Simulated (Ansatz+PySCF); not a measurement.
The numbers below are computed, except where a source is named.
## PySCF 2.14.0 run

```python
from pyscf import gto, scf, mp

mol = gto.M(atom="""
C -0.002940 -0.045770 -0.631690
N 0.024940 -0.098220 0.648520
H 0.035210 0.919400 1.059730
H -0.015890 -0.997930 -1.186710
H -0.039400 0.881340 -1.232180
""", basis='def2-svp', charge=0, spin=0)
mf = scf.RHF(mol)
mf.init_guess = 'minao'
mf.kernel()
while True:  # follow internal instabilities
    mo, _, stable, _ = mf.stability(return_status=True)
    if stable: break
    mf.kernel(mf.make_rdm1(mo, mf.mo_occ))
pt = mp.MP2(mf, frozen=2).run()
print(mf.e_tot, pt.e_corr, pt.e_tot)
print(-pt.nuc_grad_method().kernel() * 51.422067)  # forces in eV/Å
```

The script is written out from the run's settings.

Results

```json
{
 "Converged": "yes",
 "Reference energy": "-93.95242 hartree",
 "Correlation energy": "-0.30522 hartree",
 "Total energy": "-94.25764 hartree",
 "Spin squared of the determinant": "0.000"
}
```

Forces (eV/Å):
| atom | Fx | Fy | Fz |
| --- | --- | --- | --- |
| C1 | -0.114 | 0.047 | 0.203 |
| N2 | 0.095 | 2.103 | 0.786 |
| H3 | -0.056 | -2.190 | -1.028 |
| H4 | 0.018 | 0.166 | 0.016 |
| H5 | 0.058 | -0.126 | 0.022 |
